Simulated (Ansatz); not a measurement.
Basis-set series for `CCCOCF`. Charge 0, multiplicity 1. The structure was optimised at the PBE0-D4/def2-TZVP level. It is one conformer, not always the lowest.

```xyz
15

C    -1.111   -0.383   -1.983
C    -0.698    0.542   -0.852
C     0.177   -0.161    0.156
O     0.524    0.759    1.181
C     1.218    0.211    2.216
F     2.507   -0.125    1.839
H    -0.240   -0.770   -2.518
H    -1.679   -1.240   -1.611
H    -1.739    0.139   -2.708
H    -1.581    0.936   -0.339
H    -0.152    1.405   -1.245
H     1.085   -0.544   -0.322
H    -0.354   -1.015    0.602
H     1.290    0.963    3.004
H     0.754   -0.717    2.580
```

```tsv
functional	basis	functions	energy (Eh)	HOMO (eV)	LUMO (eV)
PBE0-D4	def2-SVP	129	-332.29185	-8.19	1.85
PBE0-D4	def2-QZVPP	612	-332.69532	-8.35	0.77
ωB97M-V	def2-SVP	129	-332.50122	-10.60	3.49
ωB97M-V	def2-QZVPP	612	-332.91967	-10.78	1.91
```

Q: Give the rows for def2-TZVPP. (An estimate is asked.)

A: Ansatz gave: 
| functional | basis | functions | energy (Eh) | HOMO (eV) | LUMO (eV) |
| --- | --- | --- | --- | --- | --- |
| PBE0-D4 | def2-TZVPP | 312 | -332.67700 | -8.31 | 1.22 |
| ωB97M-V | def2-TZVPP | 312 | -332.90170 | -10.74 | 2.63 |

Positive LUMOs are unbound and depend on the basis.
